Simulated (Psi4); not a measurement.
# HCl (hydrogen chloride): BHLYP/def2-TZVPPD

What is the vertical ionisation energy of HCl (hydrogen chloride) at BHLYP/def2-TZVPPD? 

The calculation is run with Psi4 1.11.

1 further run of the same task is left out (it didn't finish).

## 1. The molecule

HCl: 2 atoms, total charge 0, spin state singlet. SMILES: `Cl`. The shape is that of a PBE0-D4/def2-TZVP optimisation.

Bond lengths: Cl1–H2 1.279 Å.

## 2. A single-point energy at BHLYP/def2-TZVPPD

The input, clh.dat:

```
memory 1600 MB

molecule geom {
  Cl
  H 1 r2

  r2 = 1.278791
  units angstrom
  symmetry c1
  no_reorient
  no_com
}

set basis def2-TZVPPD
set puream true
set e_convergence 1e-09
set d_convergence 1e-08
set scf_type pk
set dft_radial_points 99
set dft_spherical_points 590

energy("bhhlyp")
```

On the command line:

```
$ psi4 clh.dat clh.out -n 1
```

clh.out:

```text
[...]
  Running in c1 symmetry.
[...]
  Nuclear repulsion =    7.034779398189383
[...]
  Multiplicity = 1
[...]
  Nalpha       = 9
  Nbeta        = 9
[...]
    Number of basis functions: 68
[...]
   @RKS iter   1:  -460.79617779836201   -1.17534e-01   3.85404e-03 DIIS/ADIIS
[...]
   @RKS iter   9:  -460.81822360291471   -8.52651e-13   1.81865e-09 DIIS
[...]
    Orbital Energies [Eh]
    ---------------------
    Doubly Occupied:
       1A   -102.807449     2A     -9.894675     3A     -7.545404
       4A     -7.539493     5A     -7.539493     6A     -0.959158
       7A     -0.541202     8A     -0.398115     9A     -0.398115
[...]
  @RKS Final Energy:  -460.81822360291471
   => Energetics <=
    Nuclear Repulsion Energy =              7.0347793981893831
    One-Electron Energy =                -649.9883472698099922
    Two-Electron Energy =                 196.7998171860093066
    DFT Exchange-Correlation Energy =     -14.6644729173033781
    Empirical Dispersion Energy =           0.0000000000000000
    VV10 Nonlocal Energy =                  0.0000000000000000
    Total Energy =                       -460.8182236029147134
[...]
 Multipole Moments:
 ------------------------------------------------------------------------------------
     Multipole            Electronic (a.u.)      Nuclear  (a.u.)        Total (a.u.)
 ------------------------------------------------------------------------------------
 L = 1.  Multiply by 2.5417464519 to convert [e a0] to [Debye]
 Dipole X            :          0.0000000            0.0000000            0.0000000
 Dipole Y            :         -0.0000000            0.0000000           -0.0000000
 Dipole Z            :         -0.7510106            1.1980381            0.4470275
 Magnitude           :                                                    0.4470275
[...]
```

Wall time 5.1 s (1 thread of Intel Xeon Platinum 8259CL at 2.50GHz (Skylake/Cascade Lake), shared host); peak memory 0.46 GiB.

## 3. The doublet cation: energy and gradient at UBHLYP/def2-TZVPPD

The input, job.dat:

```
memory 1600 mb

molecule molecule1 {
  1 2
  Cl     0.546000    -0.178500     0.280800
  H     -0.546000     0.178500    -0.280800
  symmetry c1
  no_reorient
  no_com
}

set basis def2-TZVPPD
set reference uks
set puream true
set e_convergence 1e-09
set d_convergence 1e-08
set scf_type pk
set dft_radial_points 99
set dft_spherical_points 590
set maxiter 100

energy_value, wavefunction = gradient("bhhlyp", return_wfn=True)
oeprop(wavefunction, "LOWDIN_CHARGES", "MULLIKEN_CHARGES", "WIBERG_LOWDIN_INDICES", title="BHHLYP")
```

On the command line:

```
$ psi4 -i job.dat -o job.out -n 1
```

job.out, cut to the lines that bear on the results:

```text
[...]
  Running in c1 symmetry.
[...]
  Nuclear repulsion =    7.034776949773978
[...]
  Multiplicity = 2
[...]
  Nalpha       = 9
  Nbeta        = 8
[...]
    Number of basis functions: 68
[...]
   @UKS iter   1:  -460.33504566658803    3.43598e-01   2.85842e-03 ADIIS/DIIS
[...]
   @UKS iter  11:  -460.35587364606641   -2.44427e-12   3.65532e-09 DIIS
[...]
   @S^2 Observed:                7.553647881E-01
[...]
  @UKS Final Energy:  -460.35587364606641
   => Energetics <=
    Nuclear Repulsion Energy =              7.0347769497739776
    One-Electron Energy =                -642.4326799674224731
    Two-Electron Energy =                 189.5283797457394428
    DFT Exchange-Correlation Energy =     -14.4863503741574124
    Empirical Dispersion Energy =           0.0000000000000000
    VV10 Nonlocal Energy =                  0.0000000000000000
    Total Energy =                       -460.3558736460664136
[...]
 Multipole Moments:
 ------------------------------------------------------------------------------------
     Multipole            Electronic (a.u.)      Nuclear  (a.u.)        Total (a.u.)
 ------------------------------------------------------------------------------------
 L = 1.  Multiply by 2.5417464519 to convert [e a0] to [Debye]
 Dipole X            :        -16.0830454           16.5086474            0.4256021
 Dipole Y            :          5.2579187           -5.3970578           -0.1391391
 Dipole Z            :         -8.2712805            8.4901615            0.2188811
 Magnitude           :                                                    0.4984032
[...]
  -Total Gradient:
     Atom            X                  Y                   Z
    ------   -----------------  -----------------  -----------------
       1       -0.015517442418     0.005073010066    -0.007980398862
       2        0.015517457715    -0.005073015067     0.007980406728
[...]
  Mulliken Charges: (a.u.)
   Center  Symbol    Alpha    Beta     Spin     Total
       1    CL     8.71223  7.67879  1.03344  0.60898
       2     H     0.28777  0.32121 -0.03344  0.39102
   Total alpha =  9.00000, Total beta =  8.00000, Total charge =  1.00000
  Lowdin Charges: (a.u.)
   Center  Symbol    Alpha    Beta     Spin     Total
       1    CL     8.35476  7.40312  0.95164  1.24211
       2     H     0.64524  0.59688  0.04836 -0.24211
  Total alpha =  9.00000, Total beta =  8.00000, Total charge =  1.00000
[...]
```

Wall time 9.3 s (1 thread of Intel Xeon Platinum 8259CL at 2.50GHz (Skylake/Cascade Lake), shared host); peak memory 0.46 GiB.

## 4. Outcome

At BHLYP/def2-TZVPPD:

| quantity | value |
| --- | --- |
| singlet HCl: total energy | -460.81822 Eh |
| singlet HCl: dipole moment | 1.14 D |
| singlet HCl: HOMO energy | -10.83 eV |
| singlet HCl: LUMO energy | 0.47 eV |
| singlet HCl: HOMO–LUMO gap | 11.30 eV |
| doublet cation: total energy | -460.35587 Eh |
| doublet cation: HOMO energy (highest over α and β) | -20.83 eV |
| doublet cation: LUMO energy (lowest over α and β) | -14.43 eV |
| doublet cation: ⟨S²⟩ | 0.755 |
| doublet cation: largest force on an atom | 0.934 eV/Å |
| vertical ionisation energy (to the doublet cation) | 12.581 eV |

Removing an electron at fixed nuclei costs 12.58 eV (290 kcal/mol). −ε(HOMO) before ionisation, 10.83 eV, is 1.75 eV below this ionisation energy.
